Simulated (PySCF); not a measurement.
Compound: C6H10.
SMILES with atom numbers: `[CH3:1][CH2:2][C@@H:3]1[C@H:4]2[CH2:5][C@@H:6]12` (hydrogens: H7, H8, H9 on C1; H10, H11 on C2; H12 on C3; H13 on C4; H14, H15 on C5; H16 on C6)

The same species was optimised twice, with GFN2-xTB and with PBE0-D3(BJ)/def2-SVP (PySCF), and the same property calculations (PySCF, gas phase) were run on both structures.

```
     coordinate  GFN2-xTB  PBE0-D3(BJ)/def2-SVP  change
      C4–C6 (Å)     1.485                 1.479  -0.006
      C3–C4 (Å)     1.499                 1.494  -0.005
      C5–C6 (Å)     1.495                 1.491  -0.004
      C4–C5 (Å)     1.495                 1.491  -0.004
      C1–C2 (Å)     1.526                 1.522  -0.004
      C2–C3 (Å)     1.512                 1.509  -0.003
      C3–C6 (Å)     1.499                 1.496  -0.003
   C3–C4–C5 (°)      96.6                  98.7    +2.1
   C3–C6–C5 (°)      96.5                  98.6    +2.1
   C1–C2–C3 (°)     111.6                 112.9    +1.3
   C2–C3–C4 (°)     119.3                 119.8    +0.5
   C2–C3–C6 (°)     119.2                 119.3    +0.1
   C3–C4–C6 (°)      60.3                  60.4    +0.1
   C4–C3–C6 (°)      59.4                  59.3    -0.1
   C4–C5–C6 (°)      59.5                  59.5     0.0
C1–C2–C3–C4 (°)       154                   154       0
```

Rotational constants: A = 10851, B = 2143, C = 2012 MHz (GFN2-xTB) against A = 11017, B = 2115, C = 1990 MHz (PBE0-D3(BJ)/def2-SVP). Point groups within 0.08 Å: C1 and C1.

On the GFN2-xTB structure: lowest singlet, TDDFT (eV) 7.03 [PBE0/def2-SVPD]; isotropic polarisability (au) 67.3 [PBE0/def2-SVPD]; HOMO (eV) -7.08 [PBE0/def2-SVPD]; LUMO (eV) 0.98 [PBE0/def2-SVPD]; dipole (D) 0.60 [PBE0/def2-SVPD].

Question: What do these properties become on the PBE0-D3(BJ)/def2-SVP structure?

Answer: 
| property | level | on GFN2-xTB | on PBE0-D3(BJ)/def2-SVP | change |
| --- | --- | --- | --- | --- |
| lowest singlet, TDDFT (eV) | PBE0/def2-SVPD | 7.03 | 6.88 | -0.15 |
| isotropic polarisability (au) | PBE0/def2-SVPD | 67.3 | 68.4 | +1.1 |
| HOMO (eV) | PBE0/def2-SVPD | -7.08 | -6.99 | +0.09 |
| LUMO (eV) | PBE0/def2-SVPD | 0.98 | 0.95 | -0.03 |
| dipole (D) | PBE0/def2-SVPD | 0.60 | 0.69 | +0.09 |
| energy, GFN2-xTB geometry as zero (kcal/mol) | PBE0/def2-SVPD | 0.0 | -1.4 | -1.4 |

The heavy atoms differ by 0.022 Å rms after alignment. Among bonds between heavy atoms C3–C4 and C4–C6 change most and about equally (-0.006 to -0.005 Å). Changes are differences of the printed values. Neither structure is proved a minimum here.

The values belong to the conformer `[CH3:1][CH2:2][C@@H:3]1[C@H:4]2[CH2:5][C@@H:6]12`: C1–C2–C3–C4 154°.
